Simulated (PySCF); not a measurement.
An unknown is described by computed data only.

Formula: C3HN2; charge -1.

| Item | Value |
| --- | --- |
| Rotational structure | rotational constants A, B, C: 32.792, 2.880, 2.647 GHz [GFN2-xTB] |
| 13C NMR | chemical shifts (computed TMS as zero) by class: 136.0 (2 C), -5.1 (1 C) ppm [GIAO PBE0/pcSseg-1] |
| 1H NMR | chemical shifts (computed TMS as zero) by class: 0.72 (1 H) ppm [GIAO PBE0/pcSseg-1] |
| Couplings | largest of the computed one-bond spin–spin couplings (means over like bonds): 13C–1H +170.9, 13C–13C +112.8 (×2), 15N–13C -21.3 (×2) Hz [B3LYP/pcJ-1] |
| NMR, other nuclei | isotropic shieldings of nuclei other than C and H, by class: -23 (2 N) ppm [GIAO PBE0/pcSseg-1] |

The electronic properties come from PySCF, for the isolated species, density fitting. Levels stand in brackets. Geometry: GFN2-xTB; no solvent, vibrations or thermal averaging. No diffuse functions stand in pcJ-1 and pcSseg-1, which bears on an anion's orbital energies. NMR classes are plain means over equivalent atoms (diastereotopic ones count apart unless rotation or inversion swaps them), as if these changed places fast.

Task: What is the compound? Reason from the data.

Result: Numbering: `[N:1]#[C:2][CH-:3][C:4]#[N:5]`. 3 carbons fall into 2 classes; from least to most shielded: carbon bonded to C and N [C2/C4] (136.0 ppm, 2 C), carbon bonded to 2 C and H [C3] (-5.1 ppm). The one hydrogen (0.72 ppm): hydrogen on carbon. The other shieldings belong to: -23 ppm, nitrogen bonded to C [N1/N5]. The couplings run between: +170.9 Hz, carbon bonded to 2 C and H [C3] and its hydrogen; +112.8 Hz, carbon bonded to C and N [C2] and carbon bonded to 2 C and H [C3] (with 1 like pair); -21.3 Hz, nitrogen bonded to C [N1] and carbon bonded to C and N [C2] (with 1 like pair). The optimised geometry has point group C2v and is an asymmetric top. Structure: `N#C[CH-]C#N`. The assignments are read from this structure; whether some other isomer fits the data as well wasn't checked.
